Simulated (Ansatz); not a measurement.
Reaction (atomization): `CCOC=O` → 3 C• + 6 H• + 2 O•

Isolated molecules relaxed with PBE0-D4/def2-TZVP in Ansatz; ΔE leaves out vibrations. CCSD(T)/CBS is the MP2 limit (def2-TZVPP, def2-QZVPP) plus CCSD(T) − MP2 in def2-TZVPP, frozen cores. This one scheme is used for every species, atoms too. No spin–orbit coupling; open shells (•) take unrestricted orbitals. Spin–orbit coupling would lower the free atoms: a little for C, O. One conformer a species, not always the lowest.

```json
{"species": "`CCOC=O`", "SCS-MP2/def2-QZVPP energy (Eh)": "-267.98611"}
{"species": "C•", "SCS-MP2/def2-QZVPP energy (Eh)": "-37.76798"}
{"species": "H•", "SCS-MP2/def2-QZVPP energy (Eh)": "-0.49998"}
{"species": "O•", "SCS-MP2/def2-QZVPP energy (Eh)": "-74.97413"}
```

Task: Work out ΔE.

Result: ΔE = 6 × (-0.49998) + 3 × (-37.76798) + 2 × (-74.97413) − (-267.98611) = 1.73403 Eh = +1088.1 kcal/mol. CCSD(T)/CBS gives +1082.4 kcal/mol.

Largest T1 diagnostic among the species: 0.014.

In def2-TZVPP, CCSD(T) changes the Hartree–Fock value by +282.4 kcal/mol (the triples alone add +18.3 kcal/mol) and MP2 by +306.2 kcal/mol; breaking electron pairs costs correlation energy, which Hartree–Fock lacks. From PBE to PBE0 (25 % exact exchange), in def2-TZVPP and without D4, ΔE moves by −27.5 kcal/mol: exact exchange takes away binding that semilocal exchange gives to molecules. The D4 term adds +6.5 kcal/mol with B3LYP and +3.4 kcal/mol with PBE0; it sums over pairs of atoms, weighted by their polarisabilities, and B3LYP, whose exchange is more repulsive, gets the larger term.

B3LYP here is the variant with VWN-RPA as its local correlation; programs differ in this.

For atomizations the MP2-based limit and the directly extrapolated one differ by several kJ/mol either way, and by 10 to 25 for some Ge, Se and Sn compounds, so smaller differences from it don't rank the levels.
